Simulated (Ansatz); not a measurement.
Basis-set extrapolation for `[SiH3]P` (PBE0-D4/def2-TZVP geometry, frozen core, the Gaussian-basis code of Ansatz). Multiplicity 1, RHF reference.

```tsv
	cc-pV(T+d)Z	cc-pV(Q+d)Z
HF	-632.609685	-632.616662
MP2 correlation	-0.292470	-0.314023
CCSD(T) correlation	-0.351337	-0.370337
```

Energies in hartree. Use E(X) = E(∞) + A·exp(−5.46·√X) for Hartree–Fock and E(X) = E(∞) + B·X^(−3.05) for correlation, with X = 3 and 4.

Question: What is the CCSD(T) energy at the basis-set limit?

Answer: HF limit: -632.616662 + (-0.006977) × 0.30130 = -632.61876. Correlation limit: -0.370337 + (-0.019000) × 0.71189 = -0.38386. Total: -633.00262 hartree, 1.13 eV below CCSD(T)/cc-pV(T+d)Z.
